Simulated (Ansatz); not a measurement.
`FCSCS` at its PBE0-D4/def2-TZVP geometry, where that method's forces vanish. The species carries charge 0 and has multiplicity 1.

```
atom   x (Å)   y (Å)   z (Å)
  F1  -1.547  -0.552   1.625
  C2  -1.273  -0.862   0.309
  S3  -0.929   0.577  -0.678
  C4   0.704   1.007  -0.040
  S5   2.018  -0.208  -0.283
  H6  -0.411  -1.533   0.292
  H7  -2.149  -1.344  -0.130
  H8   0.966   1.956  -0.507
  H9   0.647   1.168   1.037
 H10   1.974  -0.208  -1.625
```

Question: For each bond, give half the difference of the two atoms' forces along it (eV/Å; positive pushes the atoms apart) under PBE-D4, r2SCAN-D4, B3LYP-D4, ωB97M-V in def2-TZVPP. (Estimate.)

Answer: Computed: 
```tsv
bond	length (Å)	PBE-D4	r2SCAN-D4	B3LYP-D4	ωB97M-V
F1–C2	1.379	0.55	0.36	0.42	0.28
C2–S3	1.778	0.10	0.07	0.18	0.05
C2–H6	1.093	0.08	-0.07	-0.17	-0.16
C2–H7	1.092	0.06	-0.10	-0.17	-0.13
S3–C4	1.805	0.18	0.15	0.22	0.07
C4–S5	1.805	0.17	0.17	0.26	0.11
C4–H8	1.090	0.09	-0.07	-0.15	-0.10
C4–H9	1.091	0.12	-0.06	-0.15	-0.11
S5–H10	1.343	0.27	0.01	-0.02	-0.11
```

B3LYP here is the variant with VWN-RPA as its local correlation; programs differ in this.
